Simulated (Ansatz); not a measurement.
1T (CdI2-type) SnS2: PBE at its full settings (plane-wave cutoff 520 eV, 12×12×6 k mesh (along the axes of the cell as run), Fermi–Dirac smearing 0.01 eV, scalar-relativistic PAW data made under PBE) and at cheaper ones, in a cell of 3 atoms with Γ-centred meshes.

| level and setting | equilibrium lattice constant a (Å) | lattice parameter c (Å) |
|---|---|---|
| PBE (Ansatz) | 3.702 | 6.983 |
| PBE (300 eV cutoff) (Ansatz) | 3.707 | 6.918 |
| PBE (Γ point alone) (Ansatz) | 6.055 | 1.830 |
| PBE (2×2×2 k mesh) (Ansatz) | 4.080 | 4.175 |
| PBE (4×4×4 k mesh) (Ansatz) | 3.719 | 6.900 |
| PBE (4×4×4 k mesh and 300 eV cutoff) (Ansatz) | 3.723 | 6.809 |
| PBE (6×6×6 k mesh) (Ansatz) | 3.704 | 6.974 |
| PBE (Fermi-Dirac smearing of 0.3 eV) (Ansatz) | 3.708 | 6.949 |

Largest shifts from the full settings: lattice constant a +64 % (PBE (Γ point alone)), against a difference of +1.54 % of the full result from the reference 3.646 Å (measured, room temperature, no zero-point or thermal correction, sources range from 3.640 to 3.650; as tabulated in Lima et al. (2018), arXiv:1803.05430); lattice parameter c -74 % (PBE (Γ point alone)), against a difference of +18.5 % of the full result from the reference 5.893 Å (measured, room temperature, no zero-point or thermal correction; as tabulated in Lima et al. (2018), arXiv:1803.05430).

Caveats: the cell comes from a level without a dispersion term, which matters for the spacing of layers, chains or molecules (PBE, PBE (300 eV cutoff), PBE (Γ point alone), PBE (2×2×2 k mesh), PBE (4×4×4 k mesh), PBE (4×4×4 k mesh and 300 eV cutoff) and 2 more). Ansatz's density-functional and Hartree–Fock values are scalar-relativistic unless marked +SOC, with PAW data made under PBE.

Run with cheap settings on purpose, which may leave them unconverged: PBE (2×2×2 k mesh), PBE (300 eV cutoff), PBE (4×4×4 k mesh and 300 eV cutoff), PBE (4×4×4 k mesh), PBE (6×6×6 k mesh), PBE (Fermi-Dirac smearing of 0.3 eV), PBE (Γ point alone).

Ansatz is a program for electronic structure.
